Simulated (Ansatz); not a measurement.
**AlGa₂H⁺, doublet in cc-pVTZ: errors against UCCSDT(Q)**

Geometry: that of the AlGa2H, singlet, kept fixed.

```xyz
4

Al    0.0000    1.8685    0.0000
Ga    0.0000   -0.3866   -1.1851
Ga    0.0000   -0.3866    1.1851
H     0.0000    3.4687    0.0000
```

Basis cc-pVTZ; Ansatz 0.2.0. Only valence electrons are correlated (noble-gas cores and the filled d shells of p-block atoms frozen), which leaves 9 electrons in 101 orbitals. Prefix R: restricted or restricted open-shell reference; prefix U: unrestricted. Active spaces: valence = (9e, 13o) chosen from the atoms' valence shells. No spin–orbit coupling is included, and no scalar relativity.

Full CI isn't at hand for all of this; UCCSDT(Q) serves as the reference, and is uncertain by about the last step of the cluster series. The frozen core follows each run's orbitals, which can shift R against U totals by a few meV for light atoms and by up to 0.1 eV past Ca.

Unrestricted rows (U) aren't spin-pure: their determinants' ⟨S²⟩ exceeds S(S+1) by up to 0.25, so they mix in states of higher spin.

* UHF ⟨S²⟩: 1.004
* T1 diagnostic (RCCSD): 0.0194
* largest doubles amplitude (RCCSD): 0.109
* T1 diagnostic (UCCSD): 0.0668

Q: From what is known of these methods and the diagnostics, rank them by the size of their error in total energy against UCCSDT(Q) in cc-pVTZ, smallest first (an estimate: the text doesn't fix the numbers).
A. UCCSD
B. UHF
C. UCCSD(T)
D. UCCSDT
E. UMP2

A: D (1.21 mEh), C (2.80 mEh), A (15.29 mEh), E (50.99 mEh), B (214.49 mEh).

All errors are against UCCSDT(Q) in cc-pVTZ. Within each family the higher level lies nearer, as is usual though not guaranteed.

Natural occupations of CASSCF (valence space) about the gap: 1.973 1.966 1.882 1.878 0.977 0.097 0.079 0.041 0.039 0.028; effectively unpaired electrons, Σ n²(2−n)², 1.18.
